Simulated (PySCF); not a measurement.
# Electronic absorption of methylketene

Compound: methylketene, C3H4O.
InChI=1S/C3H4O/c1-2-3-4/h2H,1H3

Computed, not measured: TDDFT CAM-B3LYP/aug-cc-pVTZ, vertical, gas phase, core orbitals frozen in the response in PySCF 2.14.0, density-fitted response routines. Geometry: PBE0-D3(BJ)/def2-TZVP; no solvent, vibrations or thermal averaging.

Question: What does the calculation give for the low-lying excited states?

Answer: 

```
state  E (eV)  E (hartree)       f  symmetry  main configurations (H = HOMO, L = LUMO)
   S1    3.61       0.1328  0.0000         –        H→L (48%), H→L+1 (32%), H→L+2 (9%)
   S2    5.52       0.2027  0.0090        A″                    H→L+1 (51%), H→L (35%)
   S3    6.29       0.2313  0.0047        A″                               H→L+2 (79%)
   S4    6.49       0.2387  0.0011         –                    H→L+4 (72%), H→L (11%)
   S5    6.61       0.2430  0.0085        A′                               H→L+3 (86%)
   S6    7.38       0.2711   0.100        A′                   H→L+8 (67%), H→L+7 (9%)
   S7    7.41       0.2724  0.0019         –                  H→L+5 (58%), H→L+6 (26%)
   S8    7.51       0.2760  0.0046        A″                  H→L+6 (61%), H→L+5 (22%)
   S9    7.61       0.2796   0.041        A′                               H→L+7 (82%)
  S10    7.78       0.2859   0.026        A″                               H→L+9 (87%)
```

Triplets, Tamm–Dancoff:

| state | E (eV) | λ (nm) | main configurations (H = HOMO, L = LUMO) |
| --- | --- | --- | --- |
| T1 | 3.26 | 379.8 | H→L (46%), H→L+1 (33%), H→L+2 (9%) |
| T2 | 5.30 | 233.8 | H→L+13 (45%), H→L+8 (29%), H→L+14 (20%) |
| T3 | 5.39 | 230.1 | H→L+1 (48%), H→L (33%) |
| T4 | 6.25 | 198.3 | H→L+2 (78%), H→L+11 (8%) |

The lowest singlet lies at 3.61 eV (343 nm, ultraviolet) and is dark (f under 0.0005); its leading configuration is HOMO→LUMO (48%). The most intense listed level is S6 at 7.38 eV (168 nm, f = 0.100), 3.76 eV above S1. Löwdin shares by element: HOMO carbon 67%, oxygen 22%; LUMO hydrogen 53% or more, carbon 13% or more (atoms not listed hold the other 34%). Orbital energies (eV): HOMO-3 -13.25, HOMO-2 -12.82, HOMO-1 -12.27, HOMO -7.97, LUMO 0.00, LUMO+1 0.57, LUMO+2 0.65. Of the 10 states listed, 3 reach f = 0.01 and 1 stays under 0.0005. The oscillator strengths of these states sum to 0.198; summed over the whole spectrum of an exact calculation they would give the number of electrons, 30 (Thomas–Reiche–Kuhn). No computed singlet lies in the visible range (380 to 750 nm); the lowest, at 343 nm, stands 0.35 eV above its violet end (3.26 eV); a Tamm–Dancoff triplet lies at 380 nm, without intensity as long as spin–orbit coupling is left out. Symmetry labels in Cs follow from the direction of the transition dipole and are given only for states with f of 0.002 or more. Only the lowest 10 singlets were computed, as vertical energies without vibronic structure.
